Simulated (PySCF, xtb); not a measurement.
CHN, SMILES [C-]#[NH+].

GFN2-xTB in xtb at its own geometry gives an orbital gap of 5.80 eV and a dipole moment of 2.72 D.

Coordinates come from a B3LYP-D3(BJ)/def2-TZVPD optimisation.

What does r2SCAN/def2-TZVPD (PySCF) give? (Estimate from the structure and the level; the computed values follow.)

gap 7.47 eV (levels -7.98 and -0.51 eV), dipole 3.14 D.
